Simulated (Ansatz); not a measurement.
The pair A = CH3NO (SMILES NC=O) (first 6 atoms), B = CH3NO (SMILES NC=O); geometry from NCB31 set.
(charge 0, multiplicity 1):
```tsv
atom	x (Å)	y (Å)	z (Å)
O	-1.1411	1.4452	0.0000
C	-0.0618	2.0309	0.0000
H	-0.0137	3.1302	0.0000
N	1.1411	1.4359	0.0000
H	1.2177	0.4165	0.0000
H	1.9714	2.0021	0.0000
O	1.1411	-1.4452	0.0000
C	0.0618	-2.0309	0.0000
H	0.0137	-3.1302	0.0000
N	-1.1411	-1.4359	0.0000
H	-1.2177	-0.4165	0.0000
H	-1.9714	-2.0021	0.0000
```

Correlated levels freeze the cores. MP2 and its Hartree–Fock in aug-cc-pVQZ, aug-cc-pVTZ are density fitted.

Run with Ansatz (Gaussian basis) for Hartree–Fock, density functionals and correlated methods. 

The counterpoise-corrected interaction energy is E(AB) − E(A in the pair's basis) − E(B in the pair's basis). Total energies (hartree):

```
level                          AB  A in the pair's basis  B in the pair's basis
-------------------  ------------  ---------------------  ---------------------
HF/aug-cc-pVTZ       -338.0255439           -169.0030220           -169.0030220
MP2/aug-cc-pVTZ      -339.2655697           -169.6208399           -169.6208399
HF/aug-cc-pVQZ       -338.0470003           -169.0136835           -169.0136835
MP2/aug-cc-pVQZ      -339.3620560           -169.6687310           -169.6687310
MP2/aug-cc-pVDZ      -338.9724199           -169.4750512           -169.4750512
CCSD(T)/aug-cc-pVDZ  -339.0432929           -169.5104248           -169.5104248
```

**Question.** Work out the counterpoise-corrected interaction energy at the basis-set limit: extrapolate the MP2 correlation part as X⁻³, take Hartree–Fock from the larger set, and add the CCSD(T) − MP2 difference of aug-cc-pVDZ.

**Answer.** 
1. Differences (1 hartree = 627.509 kcal/mol): HF/aug-cc-pVTZ -12.236; MP2/aug-cc-pVTZ -14.991; HF/aug-cc-pVQZ -12.320; MP2/aug-cc-pVQZ -15.433; MP2/aug-cc-pVDZ -14.004; CCSD(T)/aug-cc-pVDZ -14.083.
2. Correlation parts, MP2 less HF: -2.755 in aug-cc-pVTZ (X = 3), -3.113 in aug-cc-pVQZ (X = 4).
3. Limit (4³·(-3.113) − 3³·(-2.755))/(4³ − 3³) = -3.374; with HF/aug-cc-pVQZ it gives -15.694.
4. CCSD(T) less MP2 in aug-cc-pVDZ: -0.079.
Result: -15.77 kcal/mol, against -14.99 at MP2/aug-cc-pVTZ. It is an estimate of this method's limit, not of the exact value.

Ansatz is an electronic-structure program.
